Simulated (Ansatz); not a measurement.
# SiNHO (triplet): wave-function methods side by side at a displaced geometry (v1), cc-pVDZ

One table from this session's results is given with a row withheld; the runs are named, their logs left out.

The runs use Ansatz 0.2.0, Gaussian basis; cc-pVDZ, core rule «outside noble gas», up to 7 orbitals frozen.

To be run: UHF; CCSD(T) on ROHF; CCSD(T) on UHF; BCCD(T) on ROHF; CISD as a restricted active space (open shells left free, so some higher excitations enter); CCSDT(Q) on ROHF; CCSDT(Q) on UHF.

31 further runs of the same task are left out: 4 for a known fault of the program, 8 that didn't finish, 19 set aside as unsound or not needed. Runs told in other sessions of the task aren't counted.

### The geometry

The geometry is a PBE0/def2-TZVP stationary point (not a proven minimum) with its atoms shifted at random (size 0.040 Å).

4 atoms, charge 0, spin multiplicity 3.

Atoms are counted from 1 here; the program's logs count them from 0.

Bond lengths: O1–N2 1.194 Å, N2–Si3 1.807 Å, Si3–H4 1.454 Å. Angles: O1–N2–Si3 139.5°, N2–Si3–H4 92.6°.

As a file:

```
O    -0.0213   -0.1607    1.6527
N    -0.0221    0.3484    0.5730
Si    0.0259   -0.1272   -1.1692
H    -0.0769    1.2524   -1.6167
```

The first run:

in.yaml reads:

```yaml
crystal:
  periodic: [false, false, false]
  atoms:
    - {symbol: O, position_ang: [-0.021251, -0.160652, 1.652682]}
    - {symbol: N, position_ang: [-0.022084, 0.348371, 0.573018]}
    - {symbol: Si, position_ang: [0.025880, -0.127167, -1.169232]}
    - {symbol: H, position_ang: [-0.076897, 1.252393, -1.616695]}
basis:
  gaussian: {orbitals: cc-pVDZ}
magnetization: {spin_polarized: true, initial_magnetization: 2}
hamiltonian: {xc: hf}
output: {orbitals: {seedname: orbitals}}
```

Run with:

```bash
ansatz run in.yaml --threads 1 --pin off --events-out ev --progress --plain --max-ram 2393MiB
```

Steps of the session up to this table: UHF; CCSD(T) on ROHF; CCSD(T) on UHF; BCCD(T) on ROHF; CISD as a restricted active space (open shells left free, so some higher excitations enter); CCSDT(Q) on ROHF; CCSDT(Q) on UHF.

One table of the session follows, with a row left open; its other results are not shown here.

| method | from RCCSDT(Q) (kJ/mol) |
| --- | --- |
| ROHF | +1207.7 |
| UHF | +1170.4 |
| RMP2 | +106.3 |
| UMP2 | +140.1 |
| CISD | +181.9 |
| RCCSD | +52.8 |
| UCCSD | +51.3 |
| RCCSD(T) | +10.3 |
| UCCSD(T) | ? |
| BCCD(T) | +9.7 |
| RCCSDT | +5.9 |
| UCCSDT | +5.7 |
| RCCSDT(Q) | 0 |
| UCCSDT(Q) | -0.6 |

Estimate the missing values for UCCSD(T).

**Answer.** from RCCSDT(Q) (kJ/mol): +10.9. In the column «from RCCSDT(Q) (kJ/mol)» it lies between RCCSD(T) (+10.3) and UCCSD (+51.3).

Caveats from the session: Restricted and unrestricted rows rest on different reference determinants; a gap between their highest levels can come from leftover correlation error, from unlike frozen cores or from another state.
